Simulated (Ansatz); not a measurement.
Run this with Ansatz's Python interface and show what comes out.

The script, `cs.py`:
```python
import itertools
import logging
import sys

import ansatz as az
from ase.data import atomic_numbers, covalent_radii
import numpy as np

logging.basicConfig(stream=sys.stdout, format="%(name)s: %(message)s")
logger = logging.getLogger("calc")
logger.setLevel(logging.INFO)

BASIS_SET = "def2-SVP"
XC = "r2SCAN"
DISPERSION = "d3bj"

geometry = (
    az.Crystal.molecule()
    .atom("C", (0.0, 0.0, 0.0))
    .atom("S", (0.0, 0.0, 1.695))
)

base = (
    geometry.calculation()
    .basis(gaussian=BASIS_SET)
    .functional(XC, dispersion=DISPERSION)
)
symbols = [site.symbol for site in geometry.cartesian_sites]
start = np.array([site.position_ang for site in geometry.cartesian_sites], dtype=float)
summary = base.relax(force_tolerance=0.01).run(threads=1, pin="off").report
end = np.array(summary["positions_ang"])
radius = [covalent_radii[atomic_numbers[s]] for s in symbols]
span = lambda where, i, j: np.linalg.norm(where[i] - where[j])
bonded = [(i, j) for i, j in itertools.combinations(range(len(symbols)), 2) if min(span(start, i, j), span(end, i, j)) < 1.2 * (radius[i] + radius[j])]
logger.info("pair        before    after (A)")
for i, j in bonded:
    print(f"{symbols[i]}{i}-{symbols[j]}{j}".ljust(10), f"{span(start, i, j):8.4f} {span(end, i, j):8.4f}")

minimum = az.Crystal.molecule()
for symbol, place in zip(symbols, end):
    minimum = minimum.atom(symbol, place.tolist())
at_minimum = minimum.calculation()
level = lambda method, basis: at_minimum.basis(gaussian=basis).correlation(method).run(threads=1, pin="off").report
small, large, cluster = level("mp2", "cc-pVDZ"), level("mp2", "cc-pVTZ"), level("ccsd_t", "cc-pVDZ")
corr = lambda each: (each["free_energy_ev"] - each["reference_energy_ev"]) / 27.211386246
mp2_limit = (27 * corr(large) - 8 * corr(small)) / 19
pieces = {"HF / cc-pVTZ": large["reference_energy_ev"] / 27.211386246, "MP2 correlation, DZ-TZ limit": mp2_limit, "CCSD(T) - MP2 / cc-pVDZ": corr(cluster) - corr(small)}
for name, value in pieces.items():
    logger.info(f"{name:32s} {value:14.6f} Ha")
logger.info(f"{'sum':32s} {sum(pieces.values()):14.6f} Ha")
print("T1 diagnostic", round(cluster["correlation"]["coupled_cluster"]["t1_diagnostic"], 4))
```

```console
$ python cs.py
DeckWarning: the engine holds no damping parameters fitted to this dispersion correction and functional, so the run takes those fitted to r2scan beside the three-body term, which d3bj leaves out (hamiltonian.dispersion, under Limitations)
calc: pair        before    after (A)
C0-S1        1.6950   1.5427
calc: HF / cc-pVTZ                        -435.352283 Ha
calc: MP2 correlation, DZ-TZ limit          -0.328298 Ha
calc: CCSD(T) - MP2 / cc-pVDZ               -0.031427 Ha
calc: sum                                 -435.712009 Ha
T1 diagnostic 0.0259
```
(Warnings from the package without file and line.)

Reading the output:
- Total energies depend on the basis set; only differences at equal settings carry meaning.
- The sum leaves out core correlation, relativity, the Hartree-Fock basis error and zero-point energy; a DZ-TZ extrapolation is rough.
- Inner cores stay frozen, so this is valence correlation.
- For Al to Cl the sets with a tight d function, cc-pV(X+d)Z, are usual.
- The spin state was assumed, and another may lie lower.
- A dispersion term here runs with damping parameters fitted for another variant or functional.
- Timing: 6.3 s on 1 thread of Arm Neoverse V1, with other jobs on the host, peak memory 0.17 GiB.
